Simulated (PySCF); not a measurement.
## Telling isomers of C$_{6}$H$_{8}$ apart by NMR

[PySCF 2.14.0 with density-fitted response routines: NMR shieldings at PBE0/pcSseg-1/GIAO; geometry: GFN2-xTB; one averaged value for each set of equivalent atoms; non-relativistic; in vacuum; one conformer]

Referencing at the same level of theory: $^{1}$H (σref 31.72), $^{13}$C (σref 186.93) against TMS. Where no couplings were computed, multiplicities follow the n + 1 count of equivalent neighbours, and m marks all less simple cases (inequivalent or close neighbours, rings, F or P nearby). Shifts are as computed. Against solution values, carbons near 30 ppm lie about +3 ppm off and those near 130 ppm about +5 ppm (rms about the fit 2.1 ppm; single classes can miss by 10 ppm). Of 1328 compounds with measured shifts, 309 miss one by over three times the rms of a fit or turn the order of signals round; such compounds aren't used in these exercises. Signals without a measured value on file couldn't be tested in this way; 1H shifts scatter by 0.2 ppm about their fit, and single ones miss by 0.5 ppm.

(1) Tabulate the signals of `C=CCC#CC`, `C=C=CC(=C)C`, `CC1C=CC=C1` and their relative energies.

(2) What is the quickest way to tell C=C=CC(=C)C from CC1C=CC=C1?

(3) What is the quickest way to tell C=CCC#CC from CC1C=CC=C1?

(4) What is the quickest way to tell C=CCC#CC from C=C=CC(=C)C?

## Answers

(1) 
| SMILES | carbon types | δC | δH | E rel. (kcal/mol) |
| --- | --- | --- | --- | --- |
| C=CCC#CC | 2×C 1×CH 2×CH2 1×CH3 | 144.2, 121.7, 84.0, 82.9, 28.7, 4.8 | 6.12 (m, 1H), 5.33 (m, 1H), 5.25 (m, 1H), 3.00 (d, 2H), 1.96 (s, 3H) | 34.2 |
| C=C=CC(=C)C | 2×C 1×CH 2×CH2 1×CH3 | 224.3, 146.5, 119.9, 102.5, 81.9, 23.4 | 6.18 (m, 1H), 5.24 (m, 2H), 5.16 (m, 1H), 5.15 (m, 1H), 1.93 (s, 3H) | 28.0 |
| CC1C=CC=C1 | 5×CH 1×CH3 | 149.9, 138.1, 52.9, 15.9 | 6.67 (m, 2H), 6.66 (m, 2H), 3.18 (m, 1H), 1.17 (d, 3H) | 0.0 |

Energies are electronic energies at PBE0/pcSseg-1 on these geometries, without zero-point or thermal terms, each for the one conformer computed, which needn't be the lowest.

(2) Count the carbon signals: 6 against 4. The first has a central carbon of an allene (C) at 224.3 ppm, the second an allylic sp3 CH at 52.9 ppm. Their most deshielded carbons lie at 224.3 and 149.9 ppm. In the proton spectra the most deshielded non-exchanging signals are 6.18 (m, 1H) and 6.67 (m, 2H).

(3) Count the carbon signals: 6 against 4. The first has a terminal =CH2 carbon at 121.7 ppm, the second an allylic sp3 CH at 52.9 ppm. Their most deshielded carbons lie at 144.2 and 149.9 ppm. In the proton spectra the most deshielded non-exchanging signals are 6.12 (m, 1H) and 6.67 (m, 2H).

(4) Both give the same number of carbon signals, with the same numbers of each carbon type, so the positions decide. The first has an alkyne carbon (C) at 84.0 ppm, the second a central carbon of an allene (C) at 224.3 ppm. Their most deshielded carbons lie at 144.2 and 224.3 ppm.
